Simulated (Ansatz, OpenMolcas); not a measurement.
## Li2 (lithium dimer): methods side by side

The species is Li2 (2 atoms), meant as a singlet with charge 0. As SMILES, `[Li][Li]`. The bond length is the measured one.

```xyz
2

Li    0.0000    0.0000    0.0000
Li    0.0000    0.0000    2.6729
```

Quantity: the atomisation enthalpy at 298 K, in kJ/mol. The values are calculated. The thermal term (zero-point and 298 K enthalpy, harmonic and unscaled) is that of PBE0/aug-cc-pVTZ; the spin-orbit lowering of the free atoms at 298 K, 0.0 kJ/mol by their spectra, is taken off.

**What was measured.** NIST-JANAF tables gives the atomisation enthalpy at 298 K of the gas as 103 kJ/mol.

| level | kind | program | value (kJ/mol) | computed − measured | CPU time (all runs) |
| --- | --- | --- | --- | --- | --- |
| HF/aug-cc-pVTZ | Hartree–Fock | OpenMolcas | 16 | -87 | 6 s |
| SVWN5/aug-cc-pVTZ | LDA | Ansatz | 100 | -3 | 2.8 s |
| revPBE/aug-cc-pVTZ | GGA | OpenMolcas | 82 | -21 | 14 s |
| B3LYP/aug-cc-pVTZ | global hybrid | Ansatz | 88 | -15 | 6 s |
| PBE0/aug-cc-pVTZ | global hybrid | Ansatz | 82 | -21 | 4.9 s |
| r2SCAN0/aug-cc-pVTZ | hybrid meta-GGA | Ansatz | 79 | -24 | 10 s |
| PBE-QIDH/aug-cc-pVTZ | double hybrid | Ansatz | 82 | -21 | 6.6 s |
| RPA@PBE/aug-cc-pVTZ | RPA | Ansatz | 84 | -19 | 6.9 s |

Nearest: SVWN5/aug-cc-pVTZ (-3 kJ/mol); farthest: HF/aug-cc-pVTZ (-87 kJ/mol). Computed less measured by kind, in kJ/mol (aug-cc-pVTZ rows): Hartree–Fock -87; LDA -3; GGA -21; global hybrid -24 to -15; double hybrid -21; RPA -19. The measured heats of formation of B, Si, Al and metal atoms are uncertain by some kJ/mol each. Times are those of the runs behind each value, whatever else they computed, on shared processors of several kinds: orders of magnitude only.
